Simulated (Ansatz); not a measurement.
**BF (SMILES [B]F) at 6 levels**

Wanted: a comparison of 6 runs (HF/STO-3G, HSE06/STO-3G, UPBE0/STO-3G, CCSDT(Q)/STO-3G, CCSDTQ/STO-3G, UCCSD(T)/STO-3G) of BF. 

The calculation is run with Ansatz 0.2.0.

35 further runs of the same task are left out: 1 that didn't finish, 34 set aside as unsound or not needed.

### Step 1. Starting point

The species is BF (2 atoms), meant as a singlet with charge 0. As SMILES, `[B]F`. The F2–B1 distance was set to 1.895 Å, away from the relaxed value.

Bond lengths: B1–F2 1.895 Å.

### Step 2. A single-point energy at HF/STO-3G (run 1)

Input file job.yaml:

```yaml
crystal:
  periodic: [false, false, false]
  atoms:
    - {symbol: B, position_ang: [0.000000, -0.000000, -0.640860]}
    - {symbol: F, position_ang: [-0.000000, 0.000000, 1.253740]}
basis:
  gaussian:
    orbitals: STO-3G
hamiltonian:
  xc: hf
accuracy: high
```

The run is started by

```console
$ ansatz run job.yaml --threads 1 --pin off --max-ram 3480MiB --events-out events.jsonl --progress --plain --runs-dir runs
```

What it wrote:

```text
Warning: RAYON_NUM_THREADS=1 ignored (pool sized by the plan → 1); use --threads N
Functional definition: HF
  name "HF"
  exchange = exact_x
  correlation = 0
149 factors; integrals over basis functions are off by at most 5.5e-8 eV
mean field evaluation 1: about -3319.5909 eV, gradient 2.2e1 eV
mean field evaluation 2: about -3319.6328 eV, gradient 2.2e1 eV
mean field evaluation 4: about -3324.0145 eV, gradient 4.2e0 eV
mean field evaluation 8: about -3324.2797 eV, gradient 2.1e-1 eV
mean field -3324.27990929 eV, -122.1650333884 hartree, gradient 2.0e-8 eV, S^2 0.000000; 0 other end points of the search recorded, 0 dependent functions left out
reference -3324.27990929 eV, -122.1650333884 hartree; 7, 7 occupied and 3, 3 virtual orbitals, 149 factors
Total energy: -3324.27990929 eV, -122.1650333884 hartree
```

Run time: 0.06 s. Hardware: 1 thread of Intel Xeon 6975P-C (Granite Rapids), shared host.

### Step 3. A single-point energy at HSE06/STO-3G (run 2)

Input file run.yaml:

```yaml
basis:
  gaussian:
    orbitals: STO-3G
crystal:
  periodic: [false, false, false]
  atoms:
    - {symbol: B, position_ang: [0.000000, -0.000000, -0.640860]}
    - {symbol: F, position_ang: [-0.000000, 0.000000, 1.253740]}
hamiltonian:
  xc: {name: HSE06}
accuracy: high
```

The run is started by

```console
$ ansatz run run.yaml --threads 1 --pin off --max-ram 3480MiB --events-out events.jsonl --progress --plain --runs-dir runs
```

What it wrote:

```text
Warning: RAYON_NUM_THREADS=1 ignored (pool sized by the plan → 1); use --threads N
Functional definition: HSE06
  name "HSE06"
  parameter a = 0.25
  parameter omega = 0.11/bohr
  exchange = pbe_x - a*pbe_x_sr(omega) + a*exact_x_sr(omega)
  correlation = pbe_c
149 factors; integrals over basis functions are off by at most 5.5e-8 eV
39 factors; integrals over basis functions are off by at most 5.3e-10 eV
mean field evaluation 1: about -3332.9508 eV, gradient 2.2e1 eV
mean field evaluation 2: about -3097.3187 eV, gradient 2.2e2 eV
mean field evaluation 4: about -3335.7832 eV, gradient 1.9e0 eV
mean field evaluation 8: about -3335.7961 eV, gradient 1.7e-2 eV
mean field evaluation 16: about -3335.7698 eV, gradient 1.7e-5 eV
mean field -3335.76979854 eV, -122.5872790305 hartree, gradient 2.4e-9 eV, S^2 0.000000; 0 other end points of the search recorded, 0 dependent functions left out
reference -3335.76979974 eV, -122.5872790746 hartree; 7, 7 occupied and 3, 3 virtual orbitals, 149 factors
Total energy: -3335.76979974 eV, -122.5872790746 hartree
```

Run time: 0.32 s. Hardware: 1 thread of Intel Xeon 6975P-C (Granite Rapids), shared host.

### Step 4. A single-point energy at UPBE0/STO-3G (run 3)

Edit job.yaml of step 2 so:

```diff
@@ -8,4 +8,7 @@
     orbitals: STO-3G
+magnetization:
+  spin_polarized: true
+  initial_magnetization: 0
 hamiltonian:
-  xc: hf
+  xc: pbe0
 accuracy: high
```

The run is started by

```console
$ ansatz run job.yaml --threads 1 --pin off --max-ram 3480MiB --events-out events.jsonl --progress --plain --runs-dir runs
```

What it wrote:

```text
Warning: RAYON_NUM_THREADS=1 ignored (pool sized by the plan → 1); use --threads N
Functional definition: PBE0
  name "PBE0"
[... 1 set-up line as earlier in the session ...]
  parameter kappa = 0.804
  parameter beta = 0.06672455060314922
  exchange = (1 - a)*pbe_x(kappa = kappa, mu = beta*pi^2/3) + a*exact_x
  correlation = pbe_c(beta = beta)
149 factors; integrals over basis functions are off by at most 5.5e-8 eV
mean field evaluation 1: about -3332.7044 eV, gradient 1.6e1 eV
mean field evaluation 2: about -3103.9956 eV, gradient 1.6e2 eV
mean field evaluation 4: about -3335.9177 eV, gradient 8.1e-1 eV
mean field evaluation 8: about -3335.8970 eV, gradient 1.7e-1 eV
mean field evaluation 16: about -3335.8973 eV, gradient 1.6e-6 eV
mean field -3335.89727714 eV, -122.5919637826 hartree, gradient 2.3e-9 eV, S^2 0.000000; 1 other end points of the search recorded, 0 dependent functions left out
reference -3335.89727804 eV, -122.5919638157 hartree; 7, 7 occupied and 3, 3 virtual orbitals, 149 factors
Total energy: -3335.89727804 eV, -122.5919638157 hartree
```

Wall time 0.32 s (1 thread of Intel Xeon 6975P-C (Granite Rapids), shared host); peak memory 0.1 GiB.

Runs 4 to 5 aren't shown in full; the table further down has their settings and results.

### Step 5. A single-point energy at UCCSD(T)/STO-3G (run 6)

Input file in.yaml:

```yaml
crystal:
  periodic: [false, false, false]
  atoms:
    - {symbol: B, position_ang: [0.000000, -0.000000, -0.640860]}
    - {symbol: F, position_ang: [-0.000000, 0.000000, 1.253740]}
basis:
  gaussian:
    orbitals: STO-3G
magnetization:
  spin_polarized: true
correlation:
  method: ccsd_t
  frozen_orbitals: {B: 1, F: 1}
accuracy: high
scf:
  omitted_lower_state_checks: [cluster_reference, increment]
```

The run is started by

```console
$ ansatz run in.yaml --threads 1 --pin off --max-ram 3480MiB --events-out events.jsonl --progress --plain --runs-dir runs
```

What it wrote:

```text
Warning: RAYON_NUM_THREADS=1 ignored (pool sized by the plan → 1); use --threads N
[... 18 lines left out ...]
2 core orbitals not correlated: weight in the atoms' cores, before any rotation towards them, 1.000 or more for the frozen orbitals, at most 0.000 for the correlated occupied ones
[... 45 lines left out ...]
Total energy: -3327.45685196 eV, -122.2817838784 hartree
Checks for a lower state left out: cluster_reference, increment
```

It took 0.28 s on 1 thread of Intel Xeon 6975P-C (Granite Rapids), shared host.

### Step 6. The series

```
run            level  frozen core orbitals  energy (Eh)  wall time
  1        HF/STO-3G                     –  -122.165033     0.06 s
  2     HSE06/STO-3G                     –  -122.587279     0.32 s
  3     UPBE0/STO-3G                     –  -122.591964     0.32 s
  4  CCSDT(Q)/STO-3G                     2  -122.293273     0.24 s
  5    CCSDTQ/STO-3G                     2  -122.289666      1.7 s
  6  UCCSD(T)/STO-3G                     2  -122.281784     0.28 s
```

### Step 7. Results

| quantity | value |
| --- | --- |
| run 6: total energy | -122.28178 Eh |
| run 6: correlation energy (2 core orbitals frozen) | -105.3 mEh |
| run 6: (T) correction | -4.04 mEh |
| run 6: ⟨S²⟩ of the reference determinant | 0.562 |
| run 6: T1 diagnostic | 0.114 |

What this shows: Below the HF energy at the same shape and in the same basis (STO-3G): CCSDT(Q) -128.2 mEh; CCSDTQ -124.6 mEh; UCCSD(T) -116.8 mEh. Some of these start from another determinant than that one, so these aren't their correlation energies. Totals of different functionals can't be ranked against each other. In runs 4, 5 the log says that unrestricted orbitals would lower the reference, so the values rest on an unstable closed-shell determinant (other closed-shell runs at this shape may share the fault). In runs 1, 2, 3, 4, 5, 6 the basis is minimal, so the values are rough. Spin contamination of the reference: run 6 ⟨S²⟩ = 0.56. All runs together took 2.9 s, the longest 1.7 s.
